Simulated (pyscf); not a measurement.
# Routes from H₃C–SiH₂–CH₃ + hydrogen (H₂)

Candidate steps break at most two bonds and form at most two. Each was searched with GFN2-xTB (tblite) first. Structures and frequencies: ωB97X-D3(BJ)/def2-SVP in PySCF. Energies: ωB97M-D3(BJ)/def2-TZVP, kJ/mol, from the separated reactants, singlet surface; ΔG‡ with ideal gas, 1 atm, RRHO with modes under 100 cm⁻¹ raised to 100, one conformer, R ln 2 for chiral ones without a mode under 150 cm⁻¹.

```csv
products,type,ΔE‡,ΔE,ΔG‡ 298 K,ΔG‡ 900 K,ν‡ (cm⁻¹)
CH₄ + H₃C–SiH₃,four-centre exchange,295.4,-27.4,332.6,406.3,1648i
H₃C–SiH₂–CH₃ + H₂,four-centre exchange,469.1,0.0,497.7,573.8,2199i
```

Plain bond fissions and candidates not yet searched are not listed, and one of them may be faster. Each barrier is that of the saddle found; lower ones may exist.
